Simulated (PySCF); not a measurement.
## EPR parameters of C4H6NO

Species: C₄H₆NO (doublet state).
Geometry (GFN2-xTB, Å), atoms numbered from 1 in this order:
```xyz
12
C4H6NO angstrom
O      2.5721    0.5857   -0.1161
C      1.3770    0.3516   -0.0718
C      0.2617    1.2264   -0.2661
C     -1.0169    0.5055   -0.1164
C     -0.5967   -0.9416    0.1983
N      0.8376   -0.8908    0.1934
H      0.3472    2.2715   -0.4906
H     -1.6283    0.9364    0.6838
H     -1.6203    0.5664   -1.0285
H     -0.9676   -1.6442   -0.5578
H     -0.9749   -1.2702    1.1739
H      1.4102   -1.6973    0.3720
```

The hyperfine couplings belong to this conformer and change with its torsions.

The species is `N1C(=O)[CH]CC1` [radical].

Computed with UKS B3LYP, pcH-1 on C H N O, non-relativistic, mean-field spin-orbit, GIAO (PySCF). Isolated species at its GFN2-xTB geometry, gas phase. A GFN2-xTB geometry isn't a minimum of the functional, and hyperfine couplings can be far from their values at a DFT geometry. Stability of the SCF solution: not tested.

* g1, g2, g3: 2.00215, 2.00333, 2.00483
* g_iso: 2.00344
* Form of g: rhombic: the two nearest values differ by 44 % of g3 − g1
* ⟨S²⟩: 0.7551 (exact 0.7500)
* α and β electrons: 23, 22
* HOMO–LUMO gap, α and β orbitals: 6.90, 3.90 eV
* Total energy: -285.99455 Eh

Hyperfine couplings atom by atom, in MHz; T1 to T3 are the principal values of the dipolar part; ρ(0) is the spin density at the nucleus:

```tsv
atom	isotope	a_iso	T1	T2	T3	Mulliken spin population	ρ(0) (bohr⁻³)
O1	17O	-7.1	-35.1	16.8	18.4	0.11	0.0118
C2	13C	-37.4	-7.3	1.1	6.2	-0.08	-0.0333
C3	13C	73.1	-71.1	-70.8	141.9	0.90	0.0650
C4	13C	-30.4	-2.5	0.8	1.7	-0.08	-0.0271
C5	13C	-2.3	-0.9	-0.3	1.2	0.00	-0.0020
N6	14N	2.8	-5.3	-4.5	9.8	0.09	0.0088
H7	1H	-57.1	-33.4	-1.3	34.7	-0.04	-0.0128
H8	1H	120.7	-5.0	-3.2	8.3	0.05	0.0270
H9	1H	120.8	-5.0	-3.2	8.3	0.05	0.0270
H10	1H	13.0	-2.4	-1.6	4.0	0.00	0.0029
H11	1H	13.0	-2.4	-1.6	4.0	0.00	0.0029
H12	1H	-9.0	-6.9	-2.7	9.6	-0.01	-0.0020
```

The largest Mulliken spin populations are on C3 (+0.90), O1 (+0.11), N6 (+0.09) and C2 (-0.08). C3 is the only atom above +0.15. The positive populations add up to 1.20 and the negative ones to -0.20, together 2S = 1. The angles at C3 add up to 360.0°, so it is planar; its axial dipolar tensor and the negative coupling of its proton fit spin in a p orbital normal to that plane.

Axes: g2 points within 15° of the C3–H7 bond.

Under fast tumbling the dipolar parts average out, and these isotropic splittings remain: 2 × 1H (H8/H9, I = 1/2, 3 lines) with 4.31 mT, 1 × 1H (H7, I = 1/2, 2 lines) with 2.03 mT, 2 × 1H (H10/H11, I = 1/2, 3 lines) with 0.46 mT, 1 × 1H (H12, I = 1/2, 2 lines) with 0.32 mT and 1 × 14N (N6, I = 1, 3 lines) with 0.10 mT.

Means are taken over nuclei equivalent by connectivity, which assumes that they swap fast.

The 17O coupling of O1 (-7.1 MHz) shows only in satellite lines or after enrichment, since that isotope makes up about 0.038 % of natural oxygen.

The 13C coupling of C3 (73.1 MHz) shows only in satellite lines or after enrichment, since that isotope makes up about 1.07 % of natural carbon.
